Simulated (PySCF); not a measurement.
Molecule (SMILES): ClCl (Cl2).
Geometry (B3LYP-D3(BJ)/def2-TZVP, fixed):
```xyz
2

Cl     0.0000     0.0000    -1.0068
Cl     0.0000     0.0000     1.0068
```
Charge 0, spin multiplicity 1.

Basis-set convergence of the lowest singlet excitation energy at PBE with PySCF. Tamm-Dancoff approximation; the state is taken by its order, and sets in which it differs in degeneracy or brightness are left out, yet its character can still change. All functions are spherical. Density fitting with generated auxiliary sets. No added dispersion term, no relativity. Reference: the value in aug-pcseg-3, 3.372 eV, itself unsure by roughly 0.005 eV (its mean distance from aug-cc-pV(Q+d)Z, aug-pcseg-2, aug-cc-pV(T+d)Z). Deviations are taken from unrounded values. Cost is core time over that of 6-311++G(2d,2p), rough, on shared machines of one kind; a dash marks a row that isn't timed (too short, read off another run, short of memory, by another algorithm or on other hardware).

```json
[
 {"basis": "def2-SVP", "functions": "36", "lowest singlet excitation energy (eV)": "3.444", "minus reference (eV)": "0.073", "cost": "-"},
 {"basis": "aug-pcseg-1", "functions": "54", "lowest singlet excitation energy (eV)": "3.366", "minus reference (eV)": "-0.006", "cost": "0.7×"},
 {"basis": "6-311++G(2d,2p)", "functions": "70", "lowest singlet excitation energy (eV)": "3.323", "minus reference (eV)": "-0.049", "cost": "1×"},
 {"basis": "def2-TZVP", "functions": "74", "lowest singlet excitation energy (eV)": "3.404", "minus reference (eV)": "0.032", "cost": "0.8×"},
 {"basis": "jun-cc-pV(T+d)Z", "functions": "96", "lowest singlet excitation energy (eV)": "3.368", "minus reference (eV)": "-0.004", "cost": "1×"},
 {"basis": "pcseg-3", "functions": "128", "lowest singlet excitation energy (eV)": "3.384", "minus reference (eV)": "0.013", "cost": "2×"},
 {"basis": "aug-cc-pV(Q+d)Z", "functions": "178", "lowest singlet excitation energy (eV)": "3.372", "minus reference (eV)": "0.000", "cost": "4×"},
 {"basis": "aug-pcseg-3", "functions": "178", "lowest singlet excitation energy (eV)": "3.372", "minus reference (eV)": "0.000", "cost": "5×"},
 {"basis": "cc-pV(5+d)Z", "functions": "200", "lowest singlet excitation energy (eV)": "3.379", "minus reference (eV)": "0.007", "cost": "6×"}
]
```
